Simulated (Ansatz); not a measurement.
Born–Oppenheimer molecular dynamics of CH$_{5}$ClMg (8 atoms, charge 0, multiplicity 1). It starts from a rough guess of a transition structure, not a stationary point.

All numbers below come from UKS PBE/6-31G* (Ansatz).

* ensemble: NVE (velocity Verlet)
* time step: 0.5 fs
* steps asked: 150
* starting velocities drawn for: 1000 K
* seed: 304020

First frame:

```xyz
8
Properties=species:S:1:pos:R:3
Mg -0.288 0.139 -0.309
Cl 0.191 2.722 -1.382
C 0.744 -1.422 0.630
H -1.377 2.112 -0.866
H -2.074 1.524 -0.510
H 0.879 -1.155 1.677
H 1.724 -1.561 0.180
H 0.201 -2.360 0.580
```

(1) How far do the bonds stretch over the last three quarters of this one trajectory? (Pairs bonded in most of those frames.)

## Answers

(1) 
```csv
bond,mean (Å),spread (Å),shortest,longest
Mg1–Cl2,2.201,0.170,1.96,2.48
Mg1–C3,2.071,0.151,1.83,2.36
C3–H6,1.112,0.046,1.03,1.18
C3–H7,1.109,0.018,1.08,1.14
C3–H8,1.110,0.033,1.06,1.16
H4–H5,0.773,0.071,0.66,0.89
```

Mean temperature of the second half: 1628 K. The conserved energy stayed within 0.64 meV per atom of its start (net change 0.14 meV per atom), so the integration is sound. The system heated up, since it started high on the potential surface and ran downhill. A run of 0.075 ps of so small a system gives no equilibrium averages. The orbitals stay closed-shell, which can raise the energy where a bond breaks towards radicals; this wasn't checked here.

Time of the run: 7.7 min on 1 thread of Arm Neoverse V1 (shared host), peak memory 0.13 GiB.
